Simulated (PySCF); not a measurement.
ethane (C₂H₆), SMILES CC. Geometry: r2SCAN-D4/def2-TZVP.

TDDFT-PBE0/def2-TZVPD in PySCF puts the lowest singlet excitations at 8.80, 8.80, 9.59, 9.59, 9.65, 10.37 eV.

**Question.** What are the lowest excitation roots from ADC(2)/aug-cc-pVDZ run with PySCF? (The exact figures need the calculation; the answer reports its results.)

**Answer.** 9.08, 9.08, 9.81, 9.81, 10.05, 10.09 eV. S1 differs by 0.28 eV (second minus first; roots are paired by order, and the bases may differ).
